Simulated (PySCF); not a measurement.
# ClF−: from the state search to spectroscopic constants

The task here is to estimate one member of a computed series from the others.

The runs use PySCF 2.14.0; Cl aug-cc-pV(D+d)Z, F aug-cc-pVDZ, no relativity.

1 further run of the same task is left out (set aside as unsound or not needed).

The first run:

The job is set up so:

- atoms: Cl, F
- charge: -1
- basis: Cl aug-cc-pV(D+d)Z, F aug-cc-pVDZ
- Hamiltonian: no relativity
- basis functions: 55
- electrons treated: 27
- masses in u: 34.9689, 18.9984
- levels: PBE0, PBE, r²SCAN, r²SCANh, revPBE, M06-2X, CAM-B3LYP, HF, MP2, SCS-MP2, CCSD, CCSD(T)
- grid: 80 radial by 434 angular points
- occupations: held fixed by the projection of orbital angular momentum
- dissociation limit: Cl− + F, each in its ground configuration
- starting distance in angstrom: 1.685
- values of 2S to try: 1, 3

The run is started by

```
$ OMP_NUM_THREADS=1 python dia.py task.json out
```

Among the steps run: Set-up; The PBE0 curve of the state that the search chose; PBE (GGA); r²SCAN (meta-GGA); r²SCANh; revPBE; M06-2X; CAM-B3LYP; UHF (mean field); MP2 and coupled cluster.

One of the session's tables, all rows but one given; the rest of the session is left out.

```
      level  Re (Å)  ωe (cm⁻¹)  De (eV)
   UHF-CCSD   2.184        380     1.11
UHF-CCSD(T)       ?          ?        ?
        PBE   2.296      265.5     2.08
     revPBE   2.342      240.2     1.91
     r²SCAN   2.273      285.0     1.75
    r²SCANh   2.250      299.7     1.58
       PBE0   2.231        310     1.56
     M06-2X   2.192        348     1.36
  CAM-B3LYP   2.217        331     1.61
```

**Question.** Estimate the row for UHF-CCSD(T).

**Answer.** Re (Å): 2.194; ωe (cm⁻¹): 360; De (eV): 1.22. In the column «Re (Å)» it lies between M06-2X (2.192) and CAM-B3LYP (2.217).

De is counted to Cl− + F in their ground configurations. No constants: UHF (no minimum is bracketed among the points kept).
